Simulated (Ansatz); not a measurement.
Results of PBE0 in Ansatz (plane waves, PAW) for zinc-blende MgS (metastable phase).

Run with plane-wave cutoff 460 eV, 8×8×8 k mesh, Fermi–Dirac smearing 0.01 eV, scalar-relativistic PAW data made under PBE.

Pressure at four volumes; x = ln(V/22.656 Å³). One pressure is withheld.

| V (Å³/atom) | x | P (GPa) |
|---|---|---|
| 21.547 | -0.0502 | 3.38 |
| 22.656 | 0.0000 | 0.06 |
| 23.248 | 0.0258 | -1.41 |
| 23.815 | 0.0499 | ? |

Q: Pass a parabola P(x) through the three rows shown, estimate the bulk modulus and its pressure derivative near zero pressure, and predict the withheld pressure.

A: Slopes between the rows: (0.06 − (3.38))/(0.0000 − (-0.0502)) = -66.14 and (-1.41 − (0.06))/(0.0258 − (0.0000)) = -56.98 GPa. Their difference over the span 0.0760 is c = 9.16/0.0760 = 120.5 GPa, so P(x) = 3.38 + (-66.14)(x − (-0.0502)) + 120.5 (x − (-0.0502))(x − (0.0000)). At the middle row B = −dP/dx = −[-66.14 + 120.5 × 0.0502] = 60.1 GPa, and B′ = dB/dP = 2c/B = 4.0. At x = 0.0499 the parabola gives -2.64 GPa; the run gives -2.64 GPa. The Birch–Murnaghan fit to the energies at all volumes has B0 = 59.6 GPa and B′ = 4.0.

Ansatz is a quantum-chemistry and plane-wave program.
